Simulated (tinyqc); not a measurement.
ROHF in the sto-3g basis, for H2O, spin multiplicity 3, step by step. One step of it, computed by the program tinyqc.

Problem. Iteration 2: diagonalisation and new density. Diagonalise F' = X^T F X, C = X C', fill 6 alpha and 4 beta electrons from the bottom; D(s) = C_occ C_occ^T. Each column has its largest component positive (the first on a tie).

extrapolated F (hartree):
```
             1O 1s      1O 2s     1O 2px     1O 2py     1O 2pz      2H 1s      3H 1s
1O 1s   -20.334829  -5.179300   0.000000   0.000000  -0.005319  -0.916104  -0.916104
1O 2s    -5.179300  -2.475915   0.000000   0.000000  -0.042577  -0.848693  -0.848693
1O 2px    0.000000   0.000000  -0.149039   0.000000   0.000000   0.000000   0.000000
1O 2py    0.000000   0.000000   0.000000  -0.386821   0.000000  -0.372948   0.372948
1O 2pz   -0.005319  -0.042577   0.000000   0.000000  -0.443993  -0.271082  -0.271082
2H 1s    -0.916104  -0.848693   0.000000  -0.372948  -0.271082  -0.445192  -0.308226
3H 1s    -0.916104  -0.848693   0.000000   0.372948  -0.271082  -0.308226  -0.445192
```

X:
```
            1O 1s      1O 2s    1O 2px     1O 2py     1O 2pz      2H 1s      3H 1s
1O 1s    1.023752  -0.138061  0.000000   0.000000  -0.007645   0.019740   0.019740
1O 2s   -0.138061   1.172431  0.000000   0.000000   0.075175  -0.235814  -0.235814
1O 2px   0.000000   0.000000  1.000000   0.000000   0.000000   0.000000   0.000000
1O 2py   0.000000   0.000000  0.000000   1.083804   0.000000  -0.189077   0.189077
1O 2pz  -0.007645   0.075175  0.000000   0.000000   1.037550  -0.118218  -0.118218
2H 1s    0.019740  -0.235814  0.000000  -0.189077  -0.118218   1.141494  -0.061904
3H 1s    0.019740  -0.235814  0.000000   0.189077  -0.118218  -0.061904   1.141494
```

Give: F' = X^T F X; orbital energies; coefficients C; D(alpha) after iteration 2; D(beta) after iteration 2.

Solution.

F' = X^T F X (hartree):
```
         1       2       3       4       5       6       7
1  -19.961  -2.682   0.000   0.000  -0.032  -0.119  -0.119
2   -2.682  -1.369   0.000   0.000   0.102  -0.407  -0.407
3    0.000   0.000  -0.149   0.000   0.000   0.000   0.000
4    0.000   0.000   0.000  -0.158   0.000  -0.403   0.403
5   -0.032   0.102   0.000   0.000  -0.355  -0.224  -0.224
6   -0.119  -0.407   0.000  -0.403  -0.224  -0.026  -0.139
7   -0.119  -0.407   0.000   0.403  -0.224  -0.139  -0.026
```

orbital energies (hartree): MO1 -20.343, MO2 -1.264, MO3 -0.608, MO4 -0.525, MO5 -0.149, MO6 0.281, MO7 0.563

coefficients C:
```
           MO1     MO2     MO3     MO4    MO5     MO6     MO7
1O 1s    0.995  -0.242   0.000   0.070  0.000   0.124   0.000
1O 2s    0.024   0.900   0.000  -0.365  0.000  -0.753   0.000
1O 2px   0.000   0.000   0.000   0.000  1.000   0.000   0.000
1O 2py   0.000   0.000   0.685   0.000  0.000   0.000   0.881
1O 2pz   0.002   0.049   0.000   0.834  0.000  -0.642   0.000
2H 1s   -0.004   0.132   0.379   0.253  0.000   0.756  -0.785
3H 1s   -0.004   0.132  -0.379   0.253  0.000   0.756   0.785
```

D(alpha) after iteration 2:
```
         1O 1s   1O 2s  1O 2px  1O 2py  1O 2pz   2H 1s   3H 1s
1O 1s    1.068  -0.313   0.000   0.000  -0.031   0.075   0.075
1O 2s   -0.313   1.511   0.000   0.000   0.223  -0.543  -0.543
1O 2px   0.000   0.000   1.000   0.000   0.000   0.000   0.000
1O 2py   0.000   0.000   0.000   0.469   0.000   0.260  -0.260
1O 2pz  -0.031   0.223   0.000   0.000   1.110  -0.268  -0.268
2H 1s    0.075  -0.543   0.000   0.260  -0.268   0.796   0.509
3H 1s    0.075  -0.543   0.000  -0.260  -0.268   0.509   0.796
```

D(beta) after iteration 2:
```
         1O 1s   1O 2s  1O 2px  1O 2py  1O 2pz   2H 1s   3H 1s
1O 1s    1.053  -0.220   0.000   0.000   0.049  -0.019  -0.019
1O 2s   -0.220   0.944   0.000   0.000  -0.260   0.026   0.026
1O 2px   0.000   0.000   0.000   0.000   0.000   0.000   0.000
1O 2py   0.000   0.000   0.000   0.469   0.000   0.260  -0.260
1O 2pz   0.049  -0.260   0.000   0.000   0.698   0.217   0.217
2H 1s   -0.019   0.026   0.000   0.260   0.217   0.225  -0.062
3H 1s   -0.019   0.026   0.000  -0.260   0.217  -0.062   0.225
```
